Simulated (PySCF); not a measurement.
Structure with atom numbers: `[CH2:1]=[CH:2][CH2:3][C:4]#[N:5]`. Each H is labelled by its parent atom. Ha(C1) is cis to C3; Hb(C1) is trans to C3.

Rapidly exchanging positions averaged, relativity neglected, a single conformation, gas phase. PBE0/pcSseg-1 with gauge-including orbitals; structure optimised with GFN2-xTB; PySCF 2.14.0 with density-fitted response routines.

Chemical shifts δ = σref − σ; $^{13}$C and $^{1}$H vs TMS; NH3 for $^{15}$N, all at this level.

```tsv
atoms	nucleus	count	δ (ppm)
N5	$^{15}$N	1	301.3
Hb(C1)	$^{1}$H	1	5.60
C1	$^{13}$C	1	127.7
C4	$^{13}$C	1	?
H(C2)	$^{1}$H	1	6.10
C2	$^{13}$C	1	137.6
C3	$^{13}$C	1	24.5
H(C3)	$^{1}$H	2	?
Ha(C1)	$^{1}$H	1	?
```

Problem. Estimate the values marked ?.

Solution. 
- C4: 121.1 ppm, nitrile carbon; typical of a nitrile
- Ha(C1): 5.61 ppm, hydrogen on a terminal =CH2 carbon; a vinylic proton, deshielded by the sp2 carbon and the C=C anisotropy
- H(C3): 2.98 ppm, hydrogen on an allylic sp3 CH2; allylic position

Shifts are as computed. Against solution values, carbons near 30 ppm lie about +3 ppm off and those near 130 ppm about +5 ppm. Of 1211 compounds with measured shifts, 218 miss one by over three times the rms of a fit or turn the order of signals round; such compounds aren't used in these exercises. Experimental scales use liquid or dissolved standards, which lie at an offset from isolated NH3 (liquid NH3: subtract about 20 ppm). Unscaled 15N shifts of sp2 nitrogen come out 20 to 40 ppm too high even then.
